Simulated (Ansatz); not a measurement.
## Ansatz (development build ahead of 0.2.0) run

```yaml
crystal:
  periodic: [false, false, false]
  atoms:
    - { symbol: C, position_ang: [1.45167, -0.03751, -0.0523] }
    - { symbol: C, position_ang: [0.72816, 1.18815, 0.02589] }
    - { symbol: C, position_ang: [-0.67111, 1.17872, -0.04782] }
    - { symbol: C, position_ang: [-1.43681, 0.00975, -0.05477] }
    - { symbol: C, position_ang: [-0.66493, -1.15504, 0.00193] }
    - { symbol: C, position_ang: [0.67951, -1.19202, -0.02833] }
    - { symbol: H, position_ang: [2.42728, 0.01272, -0.00545] }
    - { symbol: H, position_ang: [1.21405, 2.09993, 0.01882] }
    - { symbol: H, position_ang: [-1.19093, 2.20833, -0.05725] }
    - { symbol: H, position_ang: [-2.50807, 0.01698, 0.00433] }
    - { symbol: H, position_ang: [-1.21172, -2.09111, 0.03851] }
    - { symbol: H, position_ang: [1.18801, -2.15573, -0.01907] }
basis:
  gaussian: { orbitals: cc-pVDZ }
hamiltonian:
  xc: hf
correlation:
  method: mp2
  frozen_orbitals: { C: 1, H: 0 }
```

The input is written out in the form of the current development build from the run's settings.

Output:

```
Converged                       : yes
Reference energy                : -230.69748 hartree
Correlation energy              : -0.78225 hartree
Total energy                    : -231.47973 hartree
Spin squared of the determinant : 0.000
```

Caution: no unrestricted run beside it, a lower state can exist.
